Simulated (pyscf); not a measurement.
Thermochemistry of product channels of `[SiH3][GeH3]` + `[ClH]` on the singlet surface, in kcal/mol, from ωB97M-D3(BJ)/def2-TZVP energies (ideal gas, 1 atm, RRHO with modes under 100 cm⁻¹ raised to 100, one conformer, R ln 2 for rigid chiral ones). Structures and frequencies: ωB97X-D3(BJ)/def2-SVP in PySCF.

```csv
products,ΔE,ΔH(298 K),ΔG(900 K),ΔG(1200 K)
`[Cl][SiH2][GeH3]` + `[H][H]`,-16.5,-17.5,-15.4,-15.1
`[SiH3][Cl]` + `[GeH4]`,-19.4,-19.1,-15.7,-14.0
`[SiH4]` + `[Cl][GeH3]`,-14.0,-13.8,-10.5,-8.9
```

These are energies of the channels, which say nothing of barriers. Elements up to Kr have no core potential and no relativistic terms here.
